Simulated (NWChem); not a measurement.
C2H6S2 (dimethyl disulfide): the vertical energy of the triplet above the singlet from total energies

C2H6S2 has 10 atoms, charge 0, and is taken as a singlet. SMILES: `CSSC`. The shape is that of a PBE0-D4/def2-TZVP optimisation. This is one conformer, not always the lowest.

Both states at this one shape; open shells run unrestricted unless said. 1 Eh = 27.2114 eV.

```
                             level  program  singlet C2H6S2 (Eh)  triplet C2H6S2 (Eh)
B3LYP/6-31G* (spherical functions)   NWChem          -876.198510          -876.040260
                     BHLYP/cc-pVDZ   NWChem          -876.150095          -875.981320
                     wB97X/cc-pVDZ   NWChem          -876.183597          -876.013076
```

Question: Work out the vertical gap, second state less first, at each level.

Answer: 
1. B3LYP/6-31G* (spherical functions): -876.040260 − (-876.198510) = 0.158250 Eh = 4.31 eV.
2. BHLYP/cc-pVDZ: -875.981320 − (-876.150095) = 0.168775 Eh = 4.59 eV.
3. wB97X/cc-pVDZ: -876.013076 − (-876.183597) = 0.170521 Eh = 4.64 eV.

No measured value is set beside it here; the levels span 4.31 to 4.64 eV.
